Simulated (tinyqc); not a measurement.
UHF in the sto-3g basis, for NH3+, spin multiplicity 2, step by step. This run ends on a higher stationary point, not on the lowest solution. One step of it, computed by the program tinyqc.

Task: Orthogonalisation. S = U s U^T; symmetric (Loewdin) form X = U s^(-1/2) U^T, so that X^T S X = 1.

overlap S, order 1N 1s, 1N 2s, 1N 2px, 1N 2py, 1N 2pz, 2H 1s, 3H 1s, 4H 1s:
```
[[1.000000, 0.235038, 0.000000, 0.000000, 0.000000, 0.055987, 0.055859, 0.055859],
 [0.235038, 1.000000, 0.000000, 0.000000, 0.000000, 0.483775, 0.483177, 0.483177],
 [0.000000, 0.000000, 1.000000, 0.000000, 0.000000, 0.411180, -0.205445, -0.205445],
 [0.000000, 0.000000, 0.000000, 1.000000, 0.000000, 0.000000, 0.355852, -0.355852],
 [0.000000, 0.000000, 0.000000, 0.000000, 1.000000, -0.137200, -0.136963, -0.136963],
 [0.055987, 0.483775, 0.411180, 0.000000, -0.137200, 1.000000, 0.193298, 0.193298],
 [0.055859, 0.483177, -0.205445, 0.355852, -0.136963, 0.193298, 1.000000, 0.193033],
 [0.055859, 0.483177, -0.205445, -0.355852, -0.136963, 0.193298, 0.193033, 1.000000]]
```

Give: eigenvalues of S; X.

Result:

eigenvalues of S: [0.282, 0.391, 0.391, 0.926, 1.052, 1.416, 1.416, 2.127]

X, order 1N 1s, 1N 2s, 1N 2px, 1N 2py, 1N 2pz, 2H 1s, 3H 1s, 4H 1s:
```
[[1.025, -0.155, 0.000, 0.000, 0.009, 0.023, 0.023, 0.023],
 [-0.155, 1.390, 0.000, 0.000, -0.102, -0.314, -0.313, -0.313],
 [0.000, 0.000, 1.149, 0.000, 0.000, -0.305, 0.152, 0.152],
 [0.000, 0.000, 0.000, 1.148, 0.000, 0.000, -0.263, 0.263],
 [0.009, -0.102, 0.000, 0.000, 1.028, 0.088, 0.087, 0.087],
 [0.023, -0.314, -0.305, 0.000, 0.088, 1.241, -0.051, -0.051],
 [0.023, -0.313, 0.152, -0.263, 0.087, -0.051, 1.240, -0.051],
 [0.023, -0.313, 0.152, 0.263, 0.087, -0.051, -0.051, 1.240]]
```
